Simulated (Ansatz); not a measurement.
# Al2H2 (triplet): wB97M-V, B2PLYP over vertical spin and charge gaps, def2-QZVPP

Aim: run Al2H2 (triplet) with these functionals over vertical spin and charge gaps, and hold them against the top wave-function level at the same points.

Method: def2-QZVPP, all electrons in the functionals, frozen cores in the correlation of double hybrids and RPA; program: Ansatz 0.2.0, Gaussian basis.

The runs, in order: wB97M-V, B2PLYP, at charge 0, triplet; charge 0, singlet; charge 0, quintet; charge 1, doublet; charge 1, quartet.

2 further runs of the same task are left out: 2 set aside as unsound or not needed.

## Step 1: The geometry

The geometry is a PBE0/def2-TZVP stationary point (not a proven minimum).

4 atoms, charge 0, spin multiplicity 3.

Atoms are counted from 1 here; the program's logs count them from 0.

Bond lengths: Al1–Al2 2.545 Å, Al1–H3 1.589 Å, Al1–H4 1.589 Å. Angles: Al2–Al1–H3 116.8°, Al2–Al1–H4 116.8°, H3–Al1–H4 126.5°.

As a file:

```xyz
4
charge 0, multiplicity 3
Al    0.0000    0.0000   -1.2010
Al    0.0000    0.0000    1.3441
H     0.0000    1.4184   -1.9165
H     0.0000   -1.4184   -1.9165
```

No dispersion term is added; wB97M-V holds VV10 nonlocal correlation.

The geometry shown and the zero of energy belong to the point charge 0, triplet. The yardstick, UCCSD(T), and other wave-function levels (R restricted, U unrestricted, valence and pair active spaces) come from earlier runs.

## Step 2: wB97M-V, charge 0, triplet

Input file in.yaml:

```yaml
crystal:
  periodic: [false, false, false]
  atoms:
    - {symbol: Al, position_ang: [0.000000, 0.000000, -1.200958]}
    - {symbol: Al, position_ang: [0.000000, 0.000000, 1.344142]}
    - {symbol: H, position_ang: [0.000000, 1.418400, -1.916458]}
    - {symbol: H, position_ang: [0.000000, -1.418400, -1.916458]}
basis:
  gaussian: {orbitals: "def2-QZVPP.json"}
magnetization: {spin_polarized: true, initial_magnetization: 2}
hamiltonian: {xc: {name: wB97M-V}}
output: {orbitals: {seedname: orbitals}}
```

Run with:

```
> ansatz run in.yaml --threads 2 --pin off --events-out ev --progress --plain --max-ram 24576MiB --backend cuda --devices 0, --max-vram 18GiB
```

The log of the run (excerpt; [...] marks lines left out):

```text
Functional definition: wB97M-V
  name "wB97M-V"
  cite "Mardirossian & Head-Gordon, J. Chem. Phys. 144, 214110 (2016) doi:10.1063/1.4952647"
  cite "Becke, J. Chem. Phys. 107, 8554 (1997) doi:10.1063/1.475007"
  cite "Vydrov & Van Voorhis, J. Chem. Phys. 133, 244103 (2010) doi:10.1063/1.3521275"
  # Of w^i u^j: cxij and so on, Table III.
[...]
  gx(w, u) = 1 - cx + cx01*u + cx10*w
  gss(w, u) = css00 + css04*u^4 + css10*w + css20*w^2 + css43*w^4*u^3
  gos(w, u) = cos00 + cos10*w + (cos20 + cos21*u)*w^2 + (cos60 + cos61*u)*w^6
[...]
      + integral(e_c_pw_mod_opposite_spin*gos(b97_w_opposite, b97_u_opposite)) + vv10(b, c)
848 factors; their error is unknown
232 factors; integrals over basis functions are off by at most 3.2e-5 eV
[...]
mean field -13223.33110174 eV, -485.9484548933 hartree, gradient 2.9e-5 eV, S^2 2.003121; 1 other end points of the search recorded, 0 dependent functions left out
reference -13223.33115703 eV, -485.9484569249 hartree; 15, 13 occupied and 185, 187 virtual orbitals, 848 factors
Total energy: -13223.33115703 eV, -485.9484569249 hartree
```

It took 8.5 s on 1 × H100 (card shared with other runs) with 2 threads of AMD EPYC 7R13, shared host; peak host memory 0.92 GiB.

From the report: ⟨S²⟩ of the determinant 2.003 (pure triplet: 2.00).

## Step 3: wB97M-V, charge 0, singlet

in.yaml, as its differences from that of step 2:

```diff
@@ -9,3 +9,3 @@
   gaussian: {orbitals: "def2-QZVPP.json"}
-magnetization: {spin_polarized: true, initial_magnetization: 2}
+magnetization: {spin_polarized: true, initial_magnetization: 0}
 hamiltonian: {xc: {name: wB97M-V}}
```

The command is unchanged.

The log of the run (excerpt; [...] marks lines left out):

```text
Functional definition: wB97M-V
  name "wB97M-V"
  cite "Mardirossian & Head-Gordon, J. Chem. Phys. 144, 214110 (2016) doi:10.1063/1.4952647"
  cite "Becke, J. Chem. Phys. 107, 8554 (1997) doi:10.1063/1.475007"
  cite "Vydrov & Van Voorhis, J. Chem. Phys. 133, 244103 (2010) doi:10.1063/1.3521275"
  # Of w^i u^j: cxij and so on, Table III.
[...]
  gx(w, u) = 1 - cx + cx01*u + cx10*w
  gss(w, u) = css00 + css04*u^4 + css10*w + css20*w^2 + css43*w^4*u^3
  gos(w, u) = cos00 + cos10*w + (cos20 + cos21*u)*w^2 + (cos60 + cos61*u)*w^6
[...]
      + integral(e_c_pw_mod_opposite_spin*gos(b97_w_opposite, b97_u_opposite)) + vv10(b, c)
848 factors; their error is unknown
232 factors; integrals over basis functions are off by at most 3.2e-5 eV
[...]
mean field -13223.69473004 eV, -485.9618179866 hartree, gradient 8.8e-6 eV, S^2 0.000000; 3 other end points of the search recorded, 0 dependent functions left out
reference -13223.69478871 eV, -485.9618201429 hartree; 14, 14 occupied and 186, 186 virtual orbitals, 848 factors
Total energy: -13223.69478871 eV, -485.9618201429 hartree
```

Wall time 7.5 s (1 × H100 (card shared with other runs) with 2 threads of AMD EPYC 7R13, shared host); peak host memory 0.94 GiB.

From the report: ⟨S²⟩ of the determinant 0.000 (pure singlet: 0.00).

From charge 0, triplet: -0.364 eV.

## Step 4: wB97M-V, charge 0, quintet

in.yaml, as its differences from that of step 3:

```diff
@@ -9,3 +9,3 @@
   gaussian: {orbitals: "def2-QZVPP.json"}
-magnetization: {spin_polarized: true, initial_magnetization: 0}
+magnetization: {spin_polarized: true, initial_magnetization: 4}
 hamiltonian: {xc: {name: wB97M-V}}
```

Launched as before.

The log of the run (excerpt; [...] marks lines left out):

```text
Functional definition: wB97M-V
  name "wB97M-V"
  cite "Mardirossian & Head-Gordon, J. Chem. Phys. 144, 214110 (2016) doi:10.1063/1.4952647"
  cite "Becke, J. Chem. Phys. 107, 8554 (1997) doi:10.1063/1.475007"
  cite "Vydrov & Van Voorhis, J. Chem. Phys. 133, 244103 (2010) doi:10.1063/1.3521275"
  # Of w^i u^j: cxij and so on, Table III.
[...]
  gx(w, u) = 1 - cx + cx01*u + cx10*w
  gss(w, u) = css00 + css04*u^4 + css10*w + css20*w^2 + css43*w^4*u^3
  gos(w, u) = cos00 + cos10*w + (cos20 + cos21*u)*w^2 + (cos60 + cos61*u)*w^6
[...]
      + integral(e_c_pw_mod_opposite_spin*gos(b97_w_opposite, b97_u_opposite)) + vv10(b, c)
848 factors; their error is unknown
232 factors; integrals over basis functions are off by at most 3.2e-5 eV
[...]
mean field -13219.19773283 eV, -485.7965563875 hartree, gradient 1.2e-5 eV, S^2 6.001033; 1 other end points of the search recorded, 0 dependent functions left out
reference -13219.19778678 eV, -485.7965583702 hartree; 16, 12 occupied and 184, 188 virtual orbitals, 848 factors
Total energy: -13219.19778678 eV, -485.7965583702 hartree
```

Wall time 14 s (1 × H100 (card shared with other runs) with 2 threads of AMD EPYC 7R13, shared host); peak host memory 0.93 GiB.

From the report: ⟨S²⟩ of the determinant 6.001 (pure quintet: 6.00).

From charge 0, triplet: +4.133 eV.

## Step 5: wB97M-V, charge 1, doublet

in.yaml, as its differences from that of step 4:

```diff
@@ -9,3 +9,4 @@
   gaussian: {orbitals: "def2-QZVPP.json"}
-magnetization: {spin_polarized: true, initial_magnetization: 4}
+total_charge: 1
+magnetization: {spin_polarized: true, initial_magnetization: 1}
 hamiltonian: {xc: {name: wB97M-V}}
```

The command is unchanged.

The log of the run (excerpt; [...] marks lines left out):

```text
Functional definition: wB97M-V
  name "wB97M-V"
  cite "Mardirossian & Head-Gordon, J. Chem. Phys. 144, 214110 (2016) doi:10.1063/1.4952647"
  cite "Becke, J. Chem. Phys. 107, 8554 (1997) doi:10.1063/1.475007"
  cite "Vydrov & Van Voorhis, J. Chem. Phys. 133, 244103 (2010) doi:10.1063/1.3521275"
  # Of w^i u^j: cxij and so on, Table III.
[...]
  gx(w, u) = 1 - cx + cx01*u + cx10*w
  gss(w, u) = css00 + css04*u^4 + css10*w + css20*w^2 + css43*w^4*u^3
  gos(w, u) = cos00 + cos10*w + (cos20 + cos21*u)*w^2 + (cos60 + cos61*u)*w^6
[...]
      + integral(e_c_pw_mod_opposite_spin*gos(b97_w_opposite, b97_u_opposite)) + vv10(b, c)
848 factors; their error is unknown
232 factors; integrals over basis functions are off by at most 3.2e-5 eV
[...]
mean field -13216.89233939 eV, -485.7118347410 hartree, gradient 4.2e-5 eV, S^2 0.754405; 1 other end points of the search recorded, 0 dependent functions left out
reference -13216.89240008 eV, -485.7118369716 hartree; 14, 13 occupied and 186, 187 virtual orbitals, 848 factors
Total energy: -13216.89240008 eV, -485.7118369716 hartree
```

It took 6 s on 1 × H100 (card shared with other runs) with 2 threads of AMD EPYC 7R13, shared host; peak host memory 0.91 GiB.

From the report: ⟨S²⟩ of the determinant 0.754 (pure doublet: 0.75).

From charge 0, triplet: +6.439 eV.

## Step 6: wB97M-V, charge 1, quartet

in.yaml, as its differences from that of step 5:

```diff
@@ -10,3 +10,3 @@
 total_charge: 1
-magnetization: {spin_polarized: true, initial_magnetization: 1}
+magnetization: {spin_polarized: true, initial_magnetization: 3}
 hamiltonian: {xc: {name: wB97M-V}}
```

Same command.

The log of the run (excerpt; [...] marks lines left out):

```text
Functional definition: wB97M-V
  name "wB97M-V"
  cite "Mardirossian & Head-Gordon, J. Chem. Phys. 144, 214110 (2016) doi:10.1063/1.4952647"
  cite "Becke, J. Chem. Phys. 107, 8554 (1997) doi:10.1063/1.475007"
  cite "Vydrov & Van Voorhis, J. Chem. Phys. 133, 244103 (2010) doi:10.1063/1.3521275"
  # Of w^i u^j: cxij and so on, Table III.
[...]
  gx(w, u) = 1 - cx + cx01*u + cx10*w
  gss(w, u) = css00 + css04*u^4 + css10*w + css20*w^2 + css43*w^4*u^3
  gos(w, u) = cos00 + cos10*w + (cos20 + cos21*u)*w^2 + (cos60 + cos61*u)*w^6
[...]
      + integral(e_c_pw_mod_opposite_spin*gos(b97_w_opposite, b97_u_opposite)) + vv10(b, c)
848 factors; their error is unknown
232 factors; integrals over basis functions are off by at most 3.2e-5 eV
[...]
mean field -13212.72974770 eV, -485.5588623181 hartree, gradient 3.9e-5 eV, S^2 3.772705; 2 other end points of the search recorded, 0 dependent functions left out
reference -13212.72980752 eV, -485.5588645164 hartree; 15, 12 occupied and 185, 188 virtual orbitals, 848 factors
Total energy: -13212.72980752 eV, -485.5588645164 hartree
```

Run time: 10 s. Hardware: 1 × H100 (card shared with other runs) with 2 threads of AMD EPYC 7R13, shared host; peak host memory 0.93 GiB.

From the report: ⟨S²⟩ of the determinant 3.773 (pure quartet: 3.75).

From charge 0, triplet: +10.601 eV.

## Step 7: B2PLYP, charge 0, triplet

in.yaml, as its differences from that of step 6:

```diff
@@ -9,5 +9,4 @@
   gaussian: {orbitals: "def2-QZVPP.json"}
-total_charge: 1
-magnetization: {spin_polarized: true, initial_magnetization: 3}
-hamiltonian: {xc: {name: wB97M-V}}
-output: {orbitals: {seedname: orbitals}}
+magnetization: {spin_polarized: true, initial_magnetization: 2}
+hamiltonian: {xc: {name: B2PLYP}}
+correlation: {electrons: outside_noble_gas}
```

Same command.

The log of the run (excerpt; [...] marks lines left out):

```text
Functional definition: B2PLYP
  name "B2PLYP"
  cite "Grimme, J. Chem. Phys. 124, 034108 (2006) doi:10.1063/1.2148954"
  cite "Becke, Phys. Rev. A 38, 3098 (1988) doi:10.1103/PhysRevA.38.3098"
  cite "Lee, Yang & Parr, Phys. Rev. B 37, 785 (1988) doi:10.1103/PhysRevB.37.785"
[...]
1161 factors; integrals over basis functions are off by at most 7.4e-4 eV
[...]
mean field -13216.96260528 eV, -485.7144169650 hartree, gradient 7.3e-6 eV, S^2 2.010572; 2 other end points of the search recorded, 0 dependent functions left out
10 core orbitals not correlated: weight in the atoms' cores, before any rotation towards them, 1.000 or more for the frozen orbitals, at most 0.000 for the correlated occupied ones
reference -13216.96275730 eV, -485.7144225518 hartree; 5, 3 occupied and 185, 187 virtual orbitals, 1161 factors
second order -4.51000450 eV of doubles, -0.00000000 eV of singles
Total energy: -13218.18045852 eV, -485.7591722461 hartree
```

Wall time 7.5 s (1 × H100 (card shared with other runs) with 2 threads of AMD EPYC 7R13, shared host); peak host memory 0.99 GiB.

From the report: ⟨S²⟩ of the determinant 2.011 (pure triplet: 2.00).

## Step 8: B2PLYP, charge 0, singlet

in.yaml, as its differences from that of step 7:

```diff
@@ -9,3 +9,3 @@
   gaussian: {orbitals: "def2-QZVPP.json"}
-magnetization: {spin_polarized: true, initial_magnetization: 2}
+magnetization: {spin_polarized: true, initial_magnetization: 0}
 hamiltonian: {xc: {name: B2PLYP}}
```

Same command.

The log of the run (excerpt; [...] marks lines left out):

```text
Functional definition: B2PLYP
  name "B2PLYP"
  cite "Grimme, J. Chem. Phys. 124, 034108 (2006) doi:10.1063/1.2148954"
  cite "Becke, Phys. Rev. A 38, 3098 (1988) doi:10.1103/PhysRevA.38.3098"
  cite "Lee, Yang & Parr, Phys. Rev. B 37, 785 (1988) doi:10.1103/PhysRevB.37.785"
[...]
1161 factors; integrals over basis functions are off by at most 7.4e-4 eV
[...]
mean field -13217.19600355 eV, -485.7229941933 hartree, gradient 5.7e-6 eV, S^2 0.652323; 12 other end points of the search recorded, 0 dependent functions left out
10 core orbitals not correlated: weight in the atoms' cores, before any rotation towards them, 1.000 or more for the frozen orbitals, at most 0.000 for the correlated occupied ones
reference -13217.19615739 eV, -485.7229998469 hartree; 4, 4 occupied and 186, 186 virtual orbitals, 1161 factors
second order -4.44730997 eV of doubles, -0.00000000 eV of singles
Total energy: -13218.39693109 eV, -485.7671274662 hartree
```

Wall time 14 s (1 × H100 (card shared with other runs) with 2 threads of AMD EPYC 7R13, shared host); peak host memory 0.99 GiB.

From the report: ⟨S²⟩ of the determinant 0.652 (pure singlet: 0.00). The determinant is far from a pure spin state, so its energy mixes those of several spin states (harmless only where they are near-degenerate, as at dissociation).

From charge 0, triplet: -0.216 eV.

## Step 9: B2PLYP, charge 0, quintet

in.yaml, as its differences from that of step 8:

```diff
@@ -9,3 +9,3 @@
   gaussian: {orbitals: "def2-QZVPP.json"}
-magnetization: {spin_polarized: true, initial_magnetization: 0}
+magnetization: {spin_polarized: true, initial_magnetization: 4}
 hamiltonian: {xc: {name: B2PLYP}}
```

Launched as before.

The log of the run (excerpt; [...] marks lines left out):

```text
Functional definition: B2PLYP
  name "B2PLYP"
  cite "Grimme, J. Chem. Phys. 124, 034108 (2006) doi:10.1063/1.2148954"
  cite "Becke, Phys. Rev. A 38, 3098 (1988) doi:10.1103/PhysRevA.38.3098"
  cite "Lee, Yang & Parr, Phys. Rev. B 37, 785 (1988) doi:10.1103/PhysRevB.37.785"
[...]
1161 factors; integrals over basis functions are off by at most 7.4e-4 eV
[...]
mean field -13213.31944592 eV, -485.5805333280 hartree, gradient 8.5e-6 eV, S^2 6.003493; 0 other end points of the search recorded, 0 dependent functions left out
10 core orbitals not correlated: weight in the atoms' cores, before any rotation towards them, 1.000 or more for the frozen orbitals, at most 0.000 for the correlated occupied ones
reference -13213.31960661 eV, -485.5805392332 hartree; 6, 2 occupied and 184, 188 virtual orbitals, 1161 factors
second order -3.43983105 eV of doubles, -0.00000000 eV of singles
Total energy: -13214.24836099 eV, -485.6146703273 hartree
```

It took 6 s on 1 × H100 (card shared with other runs) with 2 threads of AMD EPYC 7R13, shared host; peak host memory 0.98 GiB.

From the report: ⟨S²⟩ of the determinant 6.003 (pure quintet: 6.00).

From charge 0, triplet: +3.932 eV.

## Step 10: B2PLYP, charge 1, doublet

in.yaml, as its differences from that of step 9:

```diff
@@ -9,3 +9,4 @@
   gaussian: {orbitals: "def2-QZVPP.json"}
-magnetization: {spin_polarized: true, initial_magnetization: 4}
+total_charge: 1
+magnetization: {spin_polarized: true, initial_magnetization: 1}
 hamiltonian: {xc: {name: B2PLYP}}
```

Same command.

The log of the run (excerpt; [...] marks lines left out):

```text
Functional definition: B2PLYP
  name "B2PLYP"
  cite "Grimme, J. Chem. Phys. 124, 034108 (2006) doi:10.1063/1.2148954"
  cite "Becke, Phys. Rev. A 38, 3098 (1988) doi:10.1103/PhysRevA.38.3098"
  cite "Lee, Yang & Parr, Phys. Rev. B 37, 785 (1988) doi:10.1103/PhysRevB.37.785"
[...]
1161 factors; integrals over basis functions are off by at most 7.4e-4 eV
[...]
mean field -13210.60211513 eV, -485.4806732631 hartree, gradient 3.7e-6 eV, S^2 0.763392; 2 other end points of the search recorded, 0 dependent functions left out
10 core orbitals not correlated: weight in the atoms' cores, before any rotation towards them, 1.000 or more for the frozen orbitals, at most 0.000 for the correlated occupied ones
reference -13210.60227199 eV, -485.4806790278 hartree; 4, 3 occupied and 186, 187 virtual orbitals, 1161 factors
second order -3.81365615 eV of doubles, -0.00000000 eV of singles
Total energy: -13211.63195915 eV, -485.5185193330 hartree
```

Run time: 6 s. Hardware: 1 × H100 (card shared with other runs) with 2 threads of AMD EPYC 7R13, shared host; peak host memory 0.98 GiB.

From the report: ⟨S²⟩ of the determinant 0.763 (pure doublet: 0.75).

From charge 0, triplet: +6.548 eV.

## Step 11: B2PLYP, charge 1, quartet

in.yaml, as its differences from that of step 10:

```diff
@@ -10,3 +10,3 @@
 total_charge: 1
-magnetization: {spin_polarized: true, initial_magnetization: 1}
+magnetization: {spin_polarized: true, initial_magnetization: 3}
 hamiltonian: {xc: {name: B2PLYP}}
```

Same command.

The log of the run (excerpt; [...] marks lines left out):

```text
Functional definition: B2PLYP
  name "B2PLYP"
  cite "Grimme, J. Chem. Phys. 124, 034108 (2006) doi:10.1063/1.2148954"
  cite "Becke, Phys. Rev. A 38, 3098 (1988) doi:10.1103/PhysRevA.38.3098"
  cite "Lee, Yang & Parr, Phys. Rev. B 37, 785 (1988) doi:10.1103/PhysRevB.37.785"
[...]
1161 factors; integrals over basis functions are off by at most 7.4e-4 eV
[...]
mean field -13206.85300643 eV, -485.3428960598 hartree, gradient 2.5e-6 eV, S^2 3.757384; 6 other end points of the search recorded, 0 dependent functions left out
10 core orbitals not correlated: weight in the atoms' cores, before any rotation towards them, 1.000 or more for the frozen orbitals, at most 0.000 for the correlated occupied ones
reference -13206.85316238 eV, -485.3429017909 hartree; 5, 2 occupied and 185, 188 virtual orbitals, 1161 factors
second order -3.09985579 eV of doubles, -0.00000000 eV of singles
Total energy: -13207.69012345 eV, -485.3736595427 hartree
```

Run time: 7.5 s. Hardware: 1 × H100 (card shared with other runs) with 2 threads of AMD EPYC 7R13, shared host; peak host memory 0.99 GiB.

From the report: ⟨S²⟩ of the determinant 3.757 (pure quartet: 3.75).

From charge 0, triplet: +10.490 eV.

## Step 12: The comparison

No level is safe as a reference over these points; UCCSD(T) serves as a yardstick only. It comes from earlier runs at the same points. Energies in eV, counted from charge 0, triplet; blanks weren't run or aren't comparable.

```csv
level,triplet to singlet,triplet to quintet,ionisation to the doublet cation,ionisation to the quartet cation
UCCSD(T),,3.613,6.684,10.465
wB97M-V,-0.364,4.133,6.439,10.601
B2PLYP,-0.216,3.932,6.548,10.490
```

Largest miss and mean time a point (UCCSD(T) took 14 s a point; shared hosts):

```csv
level,largest miss (eV),where,time a point
wB97M-V,+0.521,triplet to quintet,9.2 s
B2PLYP,+0.319,triplet to quintet,8.1 s
```

## Step 13: What came out

```
                                  quantity                           value
              triplet to quintet, UCCSD(T)                        3.613 eV
ionisation to the doublet cation, UCCSD(T)                        6.684 eV
ionisation to the quartet cation, UCCSD(T)                       10.465 eV
                     largest miss, wB97M-V  +0.521 eV (triplet to quintet)
                      largest miss, B2PLYP  +0.319 eV (triplet to quintet)
```

In words: Misses are known at 3 of 4 points at best, and only functionals with that many are ranked. Of the functionals, B2PLYP keep the smallest largest miss at the points compared (at most 0.319 eV) and wB97M-V strays most (0.521 eV, at triplet to quintet). B2PLYP clearly breaks the spin symmetry at some points (⟨S²⟩ up to 0.65 above the pure value), so energy there is bought with a mixed spin. Functionals and the yardstick converge differently with the basis, so part of each miss in def2-QZVPP is the basis. The yardstick itself may be off where one determinant is a poor start.
